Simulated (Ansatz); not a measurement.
Basis-set extrapolation for H2MgS2, SMILES `[SH][Mg][SH]` (PBE0-D4/def2-TZVP geometry, frozen core, the Gaussian-basis code of Ansatz). Multiplicity 1, RHF reference. For Mg the program correlates outer-core shells too, which these sets cover unevenly, so the extrapolated numbers aren't a true limit.

```tsv
	def2-TZVPP	def2-QZVPP
HF	-995.957545	-995.989199
MP2 correlation	-0.552269	-0.625637
CCSD(T) correlation	-0.616357	-0.691812
```

Energies in hartree. Use E(X) = E(∞) + A·exp(−7.88·√X) for Hartree–Fock and E(X) = E(∞) + B·X^(−2.97) for correlation, with X = 3 and 4.

Task: What is the CCSD(T) energy at the basis-set limit?

Result: HF limit: -995.989199 + (-0.031654) × 0.13774 = -995.99356. Correlation limit: -0.691812 + (-0.075455) × 0.74074 = -0.74770. Total: -996.74126 hartree, 439.4 kJ/mol below CCSD(T)/def2-TZVPP.
